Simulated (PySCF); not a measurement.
System (SMILES): C=C=O.
Geometry (B3LYP-D3(BJ)/def2-TZVP, fixed):
```xyz
5

C      0.0091     0.0017    -1.2056
C     -0.0008    -0.0001     0.1027
H      0.0282     0.9401    -1.7377
H     -0.0018    -0.9351    -1.7406
O     -0.0096    -0.0018     1.2620
```

How fast the isotropic shielding of H3 converges with the basis for several methods (PySCF): deviation from each method's own reference, in ppm. References: HF 29.25 ppm, the value in pcseg-3; PBE 29.26 ppm, the value in pcseg-3; PBE0 29.15 ppm, the value in pcseg-3. All functions are spherical. No added dispersion term, no relativity. GIAO; atoms are numbered in the order shown.

| basis | functions | HF | PBE | PBE0 |
|---|---|---|---|---|
| pcSseg-0 | 31 | 1.99 | 1.81 | 1.83 |
| 6-31G* | 46 | 1.22 | 1.14 | 1.14 |
| def2-SV(P) | 46 | 1.44 | 1.29 | 1.32 |
| cc-pVDZ | 52 | 0.43 | 0.41 | 0.41 |
| 6-311G** | 66 | 0.50 | 0.62 | 0.56 |
| def2-SVPD | 79 | 0.41 | 0.40 | 0.39 |
| cc-pVTZ | 118 | 0.18 | 0.19 | 0.18 |
| jun-cc-pV(T+d)Z | 145 | 0.14 | 0.14 | 0.14 |
| aug-pcseg-2 | 184 | 0.15 | 0.08 | 0.10 |
| aug-cc-pVTZ | 184 | 0.13 | 0.12 | 0.12 |
| def2-QZVPP | 231 | 0.06 | 0.05 | 0.05 |
| def2-QZVP | 231 | 0.06 | 0.05 | 0.05 |

Mean absolute deviation over 6-311G**, cc-pVTZ, jun-cc-pV(T+d)Z, aug-pcseg-2, aug-cc-pVTZ: PBE0 0.22, HF 0.22, PBE 0.23 ppm.
